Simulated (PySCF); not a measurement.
Bonding in 2-furanthiol

Compound: 2-furanthiol, C4H4OS.
Numbering: `[SH:1][c:2]1[cH:3][cH:4][cH:5][o:6]1` (hydrogens: H7 on S1; H8 on C3; H9 on C4; H10 on C5)

Bond orders from the PBE0/pcSseg-1 density (PySCF). One conformer (not necessarily the lowest) at the GFN2-xTB geometry, without solvent, vibrations or thermal averaging.

Q: How far do the computed orders between heavy atoms stray from the drawn ones?

A: The largest departure is 0.446, at C5–O6 (drawn aromatic, 1.054), counting aromatic bonds as 1.5. The bonds drawn aromatic range from 1.05 to 1.62.

Q: Set the Mayer orders of the bonds beside their lengths.

A: 
| bond | drawn as | length (Å) | Mayer order |
| --- | --- | --- | --- |
| S1–C2 | single | 1.751 | 1.029 |
| C2–C3 | aromatic | 1.364 | 1.528 |
| C3–C4 | aromatic | 1.418 | 1.265 |
| C4–C5 | aromatic | 1.358 | 1.622 |
| C5–O6 | aromatic | 1.351 | 1.054 |
| O6–C2 | aromatic | 1.346 | 1.063 |
| S1–H7 | single | 1.331 | 0.925 |
| C3–H8 | single | 1.070 | 1.001 |
| C4–H9 | single | 1.070 | 0.987 |
| C5–H10 | single | 1.071 | 0.988 |

Bonds between the same two heavy elements. C–C: lowest C3–C4 (1.265, 1.418 Å), highest C4–C5 (1.622, 1.358 Å). C–O: all 2 within 0.02 of one another (1.054 to 1.063).

Q: Sum the orders of all bonds at each heavy atom with more than one neighbour and set the sums beside the valence in the SMILES.

A: S1 1.954 (drawn 2), C2 3.620 (drawn 4), C3 3.794 (drawn 4), C4 3.874 (drawn 4), C5 3.664 (drawn 4), O6 2.117 (drawn 2). Orders between atoms that aren't bonded are not in these sums.

Mayer orders depend on the basis set.

The run behind these numbers computed NMR shieldings as well. On one thread of an Intel Xeon Platinum 8488C, on a shared host, this took 11 s and 0.60 GiB of memory at its peak.

Shape of the structure used: `[SH:1][c:2]1[cH:3][cH:4][cH:5][o:6]1`: H–S1–C2–C3 180°.
